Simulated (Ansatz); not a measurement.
# Relative stability

Two relaxed structures of CH$_{4}$NSi, doublet (PBE0-D4/def2-TZVP; forces vanish, vibrations not checked).

A:

```
atom    x (Å)    y (Å)    z (Å)
  C1  -0.6864  -0.8151  -0.2042
  N2   0.0277   0.1010  -0.9982
 Si3   0.5912   0.0874   0.6563
  H4  -1.7527  -0.9899  -0.2614
  H5  -0.4253   0.7901  -1.5846
  H6   0.3016   1.2801   1.4862
  H7   1.9438  -0.4536   0.9059
```

B:

C1  (-0.777, -0.925, -0.233)
N2  (0.094, 0.157, -1.045)
Si3  (0.525, 0.010, 0.712)
H4  (0.662, -0.250, -1.778)
H5  (-0.454, 0.928, -1.406)
H6  (0.312, 1.330, 1.361)
H7  (1.950, -0.398, 0.815)
(Å)

Ansatz 0.2.0; basis: def2-TZVPP; cores frozen in the correlated methods; orbitals are unrestricted. B3LYP uses VWN-RPA correlation.

Task: Which structure is lower at CCSD(T), and by how much? (An estimate is asked for; the value comes from the calculation.)

Result: By the calculation: A, by 41.68 kcal/mol (electronic energy, against the other). By their contacts, A is CH₄NSi ([CH]1[NH][SiH2]1) and B is CH₄NSi ([C]1[NH2][SiH2]1).

All methods give the same order:

```json
{"method": "PBE-D4", "E(B) − E(A) (kcal/mol)": "42.47"}
{"method": "r2SCAN-D4", "E(B) − E(A) (kcal/mol)": "42.61"}
{"method": "PBE0-D4", "E(B) − E(A) (kcal/mol)": "43.87"}
{"method": "B3LYP-D4", "E(B) − E(A) (kcal/mol)": "43.33"}
{"method": "wB97M-V", "E(B) − E(A) (kcal/mol)": "43.89"}
{"method": "HF", "E(B) − E(A) (kcal/mol)": "42.16"}
{"method": "MP2", "E(B) − E(A) (kcal/mol)": "45.55"}
{"method": "CCSD", "E(B) − E(A) (kcal/mol)": "42.21"}
{"method": "CCSD(T)", "E(B) − E(A) (kcal/mol)": "41.68"}
```

The T1 diagnostic stays at or below 0.022. ⟨S²⟩ of the unrestricted Hartree–Fock references: 0.77 to 0.79 (a pure state has 0.75).

Labels in which every atom is bracketed show which atoms are joined, not bond orders.

For scale, one of the runs: CCSD(T)/def2-TZVPP, 160 basis functions, launched by `ansatz run in.yaml --threads 2 --pin off --events-out ev --progress --plain --max-ram 4352MiB`. Hardware: 2 CPU threads of an Arm Neoverse N1, shared host. Wall time 110 s; peak host memory 2.7 GiB.
